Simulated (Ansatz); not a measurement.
**Zinc-blende AlN (metastable phase): width of the whole s-p valence band by level of theory**

No measured value is used here.

| level (code) | value (eV) | cell (Å³/atom) |
|---|---|---|
| LDA (Ansatz) | 14.77 | 10.50 |
| PBE (Ansatz) | 14.92 | 10.50 |
| PBE-D4 (Ansatz) | 14.96 | 10.43 |
| r²SCAN-D4 (Ansatz) | (withheld) | 10.35 |
| PBE0 (Ansatz) | 16.42 | 10.50 |

What belongs in the gaps?


- r²SCAN-D4 (Ansatz, a program for electronic structure), value (eV): 15.78

Widths are read from band energies on the run's k points.  Values are at the measured cell; PBE-D4 at the level's own equilibrium cell; r²SCAN-D4 at the level's own equilibrium cell. Cutoffs and k meshes differ between the levels. Ansatz's density-functional and Hartree–Fock values are scalar-relativistic unless marked +SOC, with PAW data made under PBE.
